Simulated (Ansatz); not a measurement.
How far each method lies from UCCSDT(Q) for AlC, quartet

Geometry: a point of a stretch scan, not a stationary point.

```xyz
2

Al    0.0000    0.0000    0.0000
C     0.0000    0.0000    5.2260
```

Basis cc-pVTZ; Ansatz 0.2.0. Only valence electrons are correlated (noble-gas cores frozen), which leaves 7 electrons in 58 orbitals. R marks a restricted (for open shells ROHF) determinant, U an unrestricted one. Active spaces: pair = (5e, 5o) about the gap; valence = (7e, 8o) chosen from the atoms' valence shells.

Full CI isn't at hand for all of this; UCCSDT(Q) serves as the reference, and is uncertain by about the last step of the cluster series. The frozen core follows each run's orbitals, which can shift R against U totals by a few meV.

For open shells CISD is restricted-active-space CI with the open shells as a complete middle space.

* UHF ⟨S²⟩: 3.779
* T1 diagnostic (RCCSD): 0.0240
* largest doubles amplitude (RCCSD): 0.101
* T1 diagnostic (UCCSD): 0.0144

```tsv
level	E − E(RHF) (eV)
UHF	-0.2373
RMP2	-3.0449
UMP2	-3.0412
RCCSD	-3.9929
UCCSD	-4.0032
RCCSD(T)	-4.0885
UCCSD(T)	-4.0910
```

Question: Estimate how far UCCSDT(Q) in cc-pVTZ lies from RCCSD(T). The table doesn't fix it; the size of (T) and the diagnostics are the guide.

Answer: UCCSDT(Q) in cc-pVTZ lies 2.9 kJ/mol below RCCSD(T), which is 32 % of the (T) step (-9.2 kJ/mol). The diagnostics give no warning, yet the rest is a sizeable part of (T).

The other levels:

| level | E − E(UCCSDT(Q)) (kJ/mol) | share of correlation (%) | wall time |
| --- | --- | --- | --- |
| CISD | 33.0 | 91.70 | 8.5 s |
| BCCD(T) | 2.9 | 99.26 | 18 s |
| RCCSDT | 0.4 | 99.91 | – |
| UCCSDT | 0.1 | 99.96 | – |
| RCCSDT(Q) | 0.2 | 99.95 | 80 s |
| CASSCF (pair space) | 347.6 | 12.54 | – |
| NEVPT2 (pair space) | 82.7 | 79.18 | 11 s |
| MRCISD (pair space) | 27.4 | 93.11 | – |
| MRCISD+Q (pair space) | -3.2 | 100.80 | 12 s |
| CASSCF (valence space) | 283.6 | 28.63 | – |
| NEVPT2 (valence space) | 69.2 | 82.58 | 6.5 s |
| MRCISD (valence space) | 19.1 | 95.19 | – |
| MRCISD+Q (valence space) | 1.1 | 99.73 | 8 s |

The correlation energy at UCCSDT(Q), counted from RHF, is -4.119 eV. That run took 80 s on 1 thread of Arm Neoverse V1, shared host.

Times hold each run's SCF and search for its determinant on a shared host, so for small cases they say little of a method's own cost; they ran on 1 thread of Arm Neoverse V1.

Natural occupations of CASSCF (valence space) about the gap: 1.954 1.910 1.000 1.000 0.994 0.048 0.048 0.046; effectively unpaired electrons, Σ n²(2−n)², 3.06.
